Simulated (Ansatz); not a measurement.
Geometry optimisation, RKS PBE/STO-3G in Ansatz.

Input file:

```yaml
crystal:
  periodic: [false, false, false]
  atoms:
    - { symbol: C, position_ang: [-0.1376, -0.9935, -1.1953] }
    - { symbol: C, position_ang: [0.0383, -0.2533, -0.0813] }
    - { symbol: C, position_ang: [0.6984, -0.8756, 1.0836] }
    - { symbol: C, position_ang: [-0.3104, 1.1778, 0.0243] }
    - { symbol: O, position_ang: [-0.9905, 1.6329, -1.0942] }
    - { symbol: S, position_ang: [-0.2433, 2.2791, 1.2644] }
    - { symbol: H, position_ang: [0.1472, -1.9837, -1.2961] }
    - { symbol: H, position_ang: [-0.6439, -0.4993, -2.0777] }
    - { symbol: H, position_ang: [1.60911, -0.39169, 1.41168] }
    - { symbol: H, position_ang: [0.03595, -0.85766, 2.00262] }
    - { symbol: H, position_ang: [0.96624, -1.94036, 0.91827] }
    - { symbol: H, position_ang: [-1.2147, 2.5751, -0.897] }
basis:
  gaussian: { orbitals: STO-3G }
hamiltonian:
  xc: pbe
relax:
  f_tol: 0.015
  max_steps: 40
```

Command:

```bash
$ ansatz run input.yaml --threads 1 --pin off --max-ram 2048MiB --backend cpu --events-out ev --progress --plain --runs-dir out
```

**Question.** Where does it end, and by what steps?

**Answer.** The forces met the threshold. Limits of this set-up: minimal basis. After 8 steps the energy has fallen by 0.558 eV; S6 moved furthest, 0.14 Å.

```csv
step,energy less start (eV),largest force component (eV/Å),accepted
0,0.0000,3.857,yes
1,-0.4366,1.663,yes
2,-0.5124,1.076,yes
3,-0.5432,0.750,yes
4,-0.5529,0.445,yes
5,-0.5573,0.090,yes
6,-0.5575,0.018,yes
7,-0.5576,0.016,yes
8,-0.5576,0.007,yes
```

```xyz
12
Properties=species:S:1:pos:R:3
C -0.168 -0.966 -1.229
C 0.042 -0.262 -0.087
C 0.714 -0.887 1.146
C -0.377 1.190 0.036
O -0.992 1.631 -1.173
S -0.186 2.178 1.333
H 0.135 -2.022 -1.324
H -0.651 -0.500 -2.103
H 1.627 -0.322 1.419
H 0.032 -0.852 2.019
H 0.988 -1.939 0.948
H -1.211 2.620 -0.922
```

The run took 44 s on 1 thread of Arm Neoverse N1 (shared host), peak memory 0.12 GiB.
